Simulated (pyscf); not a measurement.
PySCF, gas phase, ωB97X-D3(BJ)/def2-SVP geometries.

Question: PBE/def2-TZVP puts the barrier of `[SiH3][NH][SiH2][Cl]` + `[H][H]` → `[NH2][SiH2][Cl]` + `[SiH4]` (four-centre exchange; singlet surface; N–Si, H–H broken, H–N, H–Si formed) at 2.05 eV and the reaction energy at +0.21 eV, from the separated reactants. What do B3LYP-D3(BJ)/def2-TZVP, M06-2X/def2-TZVP, ωB97M-D3(BJ)/def2-TZVP give on the same structures?

Answer: B3LYP-D3(BJ): ΔE‡ = 2.32 eV, ΔE = +0.32 eV; M06-2X: ΔE‡ = 2.44 eV, ΔE = +0.42 eV; ωB97M-D3(BJ): ΔE‡ = 2.32 eV, ΔE = +0.30 eV. PBE's barrier lies under all of them, by 0.27 to 0.39 eV. Its reaction energy lies under all of them, by 0.09 to 0.21 eV. Low barriers are usual for a GGA, whose delocalisation error favours stretched bonds. This is the saddle that the search found; another between the same sides may lie lower.
